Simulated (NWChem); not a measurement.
Program: NWChem. System: hydrogen cyanide (CHN), charge 0, spin multiplicity 1, at a geometry optimised with PBE0/def2-SVP. Level: G0W0@PBE/def2-TZVPP, RI basis def2-tzvpp-rifit.

Input file:

```
start mol
memory heap 200 mb stack 700 mb global 1700 mb
geometry units angstroms nocenter noautoz
  C      0.000000     0.000000    -0.499780
  N      0.000000     0.000000     0.654003
  H      0.000000     0.000000    -1.579339
  symmetry group C2v
end
basis spherical
  * library def2-tzvpp
end
basis "ri basis" bse spherical
  * library def2-tzvpp-rifit
end
dft
  xc xpbe96 cpbe96
  iterations 100
  direct
  tolerances tight
end
task dft energy
gw
  states alpha occ 4 vir 2
end
task dft gw
```

Part of the output:

```
             Northwest Computational Chemistry Package (NWChem) 7.3.0
             --------------------------------------------------------

                                NWChem Input Module
                                -------------------

 Scaling coordinates for geometry "geometry" by  1.889725989
 (inverse scale =  0.529177249)

 Turning off AUTOSYM since
 SYMMETRY directive was detected!

                             Geometry "geometry" -> ""
                             -------------------------

 Output coordinates in angstroms (scale by  1.889725989 to convert to a.u.)

  No.       Tag          Charge          X              Y              Z
 ---- ---------------- ---------- -------------- -------------- --------------
    1 C                    6.0000     0.00000000     0.00000000    -0.49978000
    2 N                    7.0000     0.00000000     0.00000000     0.65400300
    3 H                    1.0000     0.00000000     0.00000000    -1.57933900

 Effective nuclear repulsion energy (a.u.)      23.8627895636

            Nuclear Dipole moment (a.u.)
            ----------------------------
        X                 Y               Z
 ---------------- ---------------- ----------------
     0.0000000000     0.0000000000     0.0000037795

      Symmetry information
      --------------------

 Group name             C2v
 Group number             16
 Group order               4
 No. of unique centers     3

      Symmetry unique atoms

     1    2    3


 Summary of "ao basis" -> "" (spherical)
 ------------------------------------------------------------------------------
       Tag                 Description            Shells   Functions and Types
 ---------------- ------------------------------  ------  ---------------------
 *                         def2-tzvpp                 on all atoms

 new library libraries.bse/

 Summary of "ri basis" -> "" (spherical)
 ------------------------------------------------------------------------------
       Tag                 Description            Shells   Functions and Types
 ---------------- ------------------------------  ------  ---------------------
 *                      def2-tzvpp-rifit              on all atoms

  pbe96 is a nonlocal functional; adding pw91lda local functional.

                                 NWChem DFT Module
                                 -----------------

 Summary of "ao basis" -> "ao basis" (spherical)
 ------------------------------------------------------------------------------
       Tag                 Description            Shells   Functions and Types
 ---------------- ------------------------------  ------  ---------------------
 C                         def2-tzvpp               11       31   5s3p2d1f
 N                         def2-tzvpp               11       31   5s3p2d1f
 H                         def2-tzvpp                6       14   3s2p1d

 Summary of "ao basis" -> "ao basis" (spherical)
 ------------------------------------------------------------------------------
       Tag                 Description            Shells   Functions and Types
 ---------------- ------------------------------  ------  ---------------------
 C                         def2-tzvpp               11       31   5s3p2d1f
 N                         def2-tzvpp               11       31   5s3p2d1f
 H                         def2-tzvpp                6       14   3s2p1d

      Symmetry analysis of basis
      --------------------------

        a1         35
        a2          7
        b1         17
        b2         17

            General Information
            -------------------
          SCF calculation type: DFT
          Wavefunction type:  closed shell.
          No. of atoms     :     3
          No. of electrons :    14
           Alpha electrons :     7
            Beta electrons :     7
          Charge           :     0
          Spin multiplicity:     1
          Use of symmetry is: on ; symmetry adaption is: on
          Maximum number of iterations: 100
          This is a Direct SCF calculation.
          AO basis - number of functions:    76
                     number of shells:    28
          Convergence on energy requested:  1.00D-06
          Convergence on density requested:  1.00D-05
          Convergence on gradient requested:  5.00D-04

              XC Information
              --------------
          PerdewBurkeErnzerhof Exchange Functional  1.000
            Perdew 1991 LDA Correlation Functional  1.000 local
           PerdewBurkeErnz. Correlation Functional  1.000 non-local

             Grid Information
             ----------------
          Grid used for XC integration:  medium
          Radial quadrature: Mura-Knowles
          Angular quadrature: Lebedev.
          Tag              B.-S. Rad. Rad. Pts. Rad. Cut. Ang. Pts.
          ---              ---------- --------- --------- ---------
          C                   0.70       49           7.0       434
          N                   0.65       49           8.0       434
          H                   0.35       45           8.0       434
          Grid pruning is: on
          Number of quadrature shells:   143
          Spatial weights used:  Erf1

          Convergence Information
          -----------------------
          Convergence aids based upon iterative change in
          total energy or number of iterations.
          Levelshifting, if invoked, occurs when the
          HOMO/LUMO gap drops below (HL_TOL):  1.00D-02
          DIIS, if invoked, will attempt to extrapolate
          using up to (NFOCK): 10 stored Fock matrices.
[...]
 !! scf_movecs_sym_adapt:   26 vectors were symmetry contaminated

  Symmetry fudging

 !! scf_movecs_sym_adapt:   12 vectors were symmetry contaminated

   convergence    iter        energy       DeltaE   RMS-Dens  Diis-err    time
 ---------------- ----- ----------------- --------- --------- ---------  ------
 d= 0,ls=0.0,diis     1    -93.2753506437 -1.17D+02  1.62D-02  6.51D-01     0.3

 !! scf_movecs_sym_adapt:   20 vectors were symmetry contaminated

  Symmetry fudging

 !! scf_movecs_sym_adapt:    8 vectors were symmetry contaminated

 d= 0,ls=0.0,diis     2    -92.7831501653  4.92D-01  1.19D-02  4.61D+00     0.5

 !! scf_movecs_sym_adapt:   22 vectors were symmetry contaminated

  Symmetry fudging

 !! scf_movecs_sym_adapt:    6 vectors were symmetry contaminated

 d= 0,ls=0.0,diis     3    -93.3417574891 -5.59D-01  1.42D-03  6.06D-02     0.7

 !! scf_movecs_sym_adapt:   30 vectors were symmetry contaminated

  Symmetry fudging

 !! scf_movecs_sym_adapt:   12 vectors were symmetry contaminated

 d= 0,ls=0.0,diis     4    -93.3470363329 -5.28D-03  5.61D-04  3.20D-03     0.9

 !! scf_movecs_sym_adapt:   30 vectors were symmetry contaminated

  Symmetry fudging

 !! scf_movecs_sym_adapt:   26 vectors were symmetry contaminated

 d= 0,ls=0.0,diis     5    -93.3474143563 -3.78D-04  1.69D-04  4.55D-04     1.1

 !! scf_movecs_sym_adapt:   32 vectors were symmetry contaminated

  Symmetry fudging

 !! scf_movecs_sym_adapt:   24 vectors were symmetry contaminated

 d= 0,ls=0.0,diis     6    -93.3474703683 -5.60D-05  2.11D-05  3.56D-06     1.3

 !! scf_movecs_sym_adapt:   28 vectors were symmetry contaminated

  Symmetry fudging

 !! scf_movecs_sym_adapt:   22 vectors were symmetry contaminated

 d= 0,ls=0.0,diis     7    -93.3474708667 -4.98D-07  1.90D-06  1.52D-08     1.5

         Total DFT energy =      -93.347470866727
      One electron energy =     -172.809785414817
           Coulomb energy =       68.086300171587
    Exchange-Corr. energy =      -12.486775187091
 Nuclear repulsion energy =       23.862789563594

 Numeric. integr. density =       13.999999565188

     Total iterative time =      1.4s

                  Occupations of the irreducible representations
                  ----------------------------------------------

                     irrep           alpha         beta
                     --------     --------     --------
                     a1                5.0          5.0
                     a2                0.0          0.0
                     b1                1.0          1.0
                     b2                1.0          1.0

                       DFT Final Molecular Orbital Analysis
                       ------------------------------------

 Vector    5  Occ=2.000000D+00  E=-3.339769D-01  Symmetry=a1
              MO Center=  1.7D-16,  3.5D-16,  8.2D-01, r^2= 8.7D-01
   Bfn.  Coefficient  Atom+Function         Bfn.  Coefficient  Atom+Function
  ----- ------------  ---------------      ----- ------------  ---------------
    35      0.427517  2 N  s                 39      0.373696  2 N  pz
     4     -0.231446  1 C  s                 42      0.216430  2 N  pz
     8     -0.197066  1 C  pz                34      0.177954  2 N  s
    45      0.174238  2 N  pz                36      0.141635  2 N  s
    64      0.135423  3 H  s                 11     -0.127396  1 C  pz

 Vector    6  Occ=2.000000D+00  E=-3.306035D-01  Symmetry=b2
              MO Center=  1.8D-31, -3.2D-14,  1.1D-01, r^2= 1.1D+00
   Bfn.  Coefficient  Atom+Function         Bfn.  Coefficient  Atom+Function
  ----- ------------  ---------------      ----- ------------  ---------------
    38      0.332861  2 N  py                 7      0.309491  1 C  py
    41      0.266901  2 N  py                10      0.251124  1 C  py
    44      0.134810  2 N  py                13      0.121186  1 C  py

 Vector    7  Occ=2.000000D+00  E=-3.306035D-01  Symmetry=b1
              MO Center=  7.8D-15,  1.4D-31,  1.1D-01, r^2= 1.1D+00
   Bfn.  Coefficient  Atom+Function         Bfn.  Coefficient  Atom+Function
  ----- ------------  ---------------      ----- ------------  ---------------
    37      0.332861  2 N  px                 6      0.309491  1 C  px
    40      0.266901  2 N  px                 9      0.251124  1 C  px
    43      0.134810  2 N  px                12      0.121186  1 C  px

 Vector    8  Occ=0.000000D+00  E=-3.457433D-02  Symmetry=b2
              MO Center=  6.7D-32, -6.9D-16, -1.6D-01, r^2= 1.9D+00
   Bfn.  Coefficient  Atom+Function         Bfn.  Coefficient  Atom+Function
  ----- ------------  ---------------      ----- ------------  ---------------
    13      0.570664  1 C  py                44     -0.512860  2 N  py
    38     -0.346167  2 N  py                 7      0.311514  1 C  py
    10      0.305703  1 C  py                41     -0.275246  2 N  py
    70      0.065855  3 H  py                21     -0.045921  1 C  d -1

 Vector    9  Occ=0.000000D+00  E=-3.457433D-02  Symmetry=b1
              MO Center=  1.1D-15, -1.2D-31, -1.6D-01, r^2= 1.9D+00
   Bfn.  Coefficient  Atom+Function         Bfn.  Coefficient  Atom+Function
  ----- ------------  ---------------      ----- ------------  ---------------
    12      0.570664  1 C  px                43     -0.512860  2 N  px
    37     -0.346167  2 N  px                 6      0.311514  1 C  px
     9      0.305703  1 C  px                40     -0.275246  2 N  px
    69      0.065855  3 H  px                23      0.045921  1 C  d  1

 Vector   10  Occ=0.000000D+00  E= 2.052260D-02  Symmetry=a1
              MO Center=  1.2D-18, -1.2D-15, -1.9D+00, r^2= 2.3D+00
   Bfn.  Coefficient  Atom+Function         Bfn.  Coefficient  Atom+Function
  ----- ------------  ---------------      ----- ------------  ---------------
    65      2.528939  3 H  s                  5     -1.903004  1 C  s
    14      0.794911  1 C  pz                 4     -0.322270  1 C  s
    11      0.226409  1 C  pz                 8      0.186652  1 C  pz
     3     -0.171763  1 C  s                 64      0.152964  3 H  s
    45     -0.139508  2 N  pz                39     -0.119794  2 N  pz

 center of mass
 --------------
 x =   0.00000000 y =   0.00000000 z =   0.10976926

 moments of inertia (a.u.)
 ------------------
          40.743856865309           0.000000000000           0.000000000000
           0.000000000000          40.743856865309           0.000000000000
           0.000000000000           0.000000000000           0.000000000000

     Multipole analysis of the density
     ---------------------------------

     L   x y z        total         alpha         beta         nuclear
     -   - - -        -----         -----         ----         -------
     0   0 0 0     -0.000000     -7.000000     -7.000000     14.000000

     1   1 0 0     -0.000000     -0.000000     -0.000000      0.000000
     1   0 1 0     -0.000000     -0.000000     -0.000000      0.000000
     1   0 0 1     -1.153661     -0.576832     -0.576832      0.000004

     2   2 0 0     -8.748867     -4.374433     -4.374433      0.000000
     2   1 1 0     -0.000000     -0.000000     -0.000000      0.000000
     2   1 0 1      0.000000      0.000000      0.000000      0.000000
     2   0 2 0     -8.748867     -4.374433     -4.374433      0.000000
     2   0 1 1      0.000000      0.000000      0.000000      0.000000
     2   0 0 2     -7.303853    -16.127496    -16.127496     24.951139

 Task  times  cpu:        1.5s     wall:        1.5s

                                NWChem Input Module
                                -------------------

                                 NWChem GW Module
                                 ----------------

                             ***********************
                             ***        GW       ***
                             ***********************

 Summary of "ri basis" -> "ri basis" (spherical)
 ------------------------------------------------------------------------------
       Tag                 Description            Shells   Functions and Types
 ---------------- ------------------------------  ------  ---------------------
 C                      def2-tzvpp-rifit            22       76   8s6p4d3f1g
 N                      def2-tzvpp-rifit            22       76   8s6p4d3f1g
 H                      def2-tzvpp-rifit            10       30   4s3p2d1f

                 Memory Information
                 ------------------
          Available GA per process is          1700.0 MBs
          Available stack per process is        700.0 MBs
          Available heap per process is           0.0 MBs

          Peak memory in Initialization
              Peak GA per process is                  1.3 MBs
              Peak stack per process is               0.1 MBs
              Peak heap per process is                1.4 MBs
              Memory not in MA per process            0.0 MBs

          Peak memory in AFF Calculation
              Peak GA per process is                  3.4 MBs
              Peak stack per process is               1.8 MBs
              Peak heap per process is                0.0 MBs
              Memory not in MA per process            1.8 MBs

          Computing 2-center integrals
          Computing Inverse Cholesky factor
          Computing 3-center integrals
          Computing V_xc ...

          Computing Sigma_x
          Computing RPA polarizability
          Solving quasiparticle equations

                  Alpha Orbitals
          State     Energy (eV)     Error (eV)
          -----------------------------------
@GW         4        -19.446           0.004
@GW         5        -12.963           0.003
@GW         6        -13.059           0.003
@GW         7        -13.059           0.003
@GW         8          2.992           0.003
@GW         9          2.992           0.003

   Applying  -4.0628 eV scissor-shift to rest of particle states

   Applying   3.9332 eV scissor-shift to rest of hole states

     GW Timing Statistics
   ------------------------
   Init.   :          0.0s
     ERIs  :          0.1s
     Distr.:          0.0s
     Vxc   :          0.0s
   Sigma_x :          0.0s
   RPA     :          0.0s
   Wmn     :          0.0s
   Sigma_c :          0.0s
   GW total:          0.2s

 Task  times  cpu:        0.2s     wall:        0.2s

 Total times  cpu:        1.8s     wall:        1.8s
```
